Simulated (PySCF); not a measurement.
Isomers of C3H5ClO, one conformer each. Computed with core-valence-separated Tamm–Dancoff BHandHLYP/aug-pcX-1 (pcseg-1 on H, def2-SVPD on Cl) in PySCF, non-relativistic, gas phase, PBE0-D3(BJ)/def2-SVP geometry. Absolute energies from this functional tend to lie a few eV below measured edges; no shift was applied.

P. `CCC(=O)Cl` (propionyl chloride)
Q. `O=CCCCl` (3-chloropropanal)

Main lines, eV (oscillator strength):
1. C K: 284.6 (0.084), 286.2 (0.021), 286.4 (0.030), 286.5 (0.029), 286.8 (0.018); O K: 529.1 (0.050), 534.0 (0.013)
2. C K: 283.3 (0.080), 285.0 (0.069), 286.0 (0.021), 286.6 (0.036), 287.5 (0.012); O K: 528.4 (0.053)
Listed: the first five lines at most of each edge with a tenth or more of its strongest line's intensity; roots within 0.03 eV on the same or equivalent atoms are summed. Only the lowest roots were sought, and the top ones are left out.

Task: Which spectrum belongs to which isomer?

Result: 1 = P, 2 = Q.
- P: first C line listed at 284.6 eV, hole on the acyl halide carbon (1s→π*); first O line listed at 529.1 eV, hole on the carbonyl oxygen (1s→π*).
- Q: first C line listed at 283.3 eV, hole on the aldehyde carbon (1s→π*); first O line listed at 528.4 eV, hole on the aldehyde oxygen (1s→π*).

Task: What are the ground-state energies of the isomers at BHandHLYP/aug-pcX-1 (pcseg-1 on H, def2-SVPD on Cl), relative to the lowest?

Result: P 0.0, Q 51.2 kJ/mol (electronic energies on these geometries, no dispersion or zero-point terms).
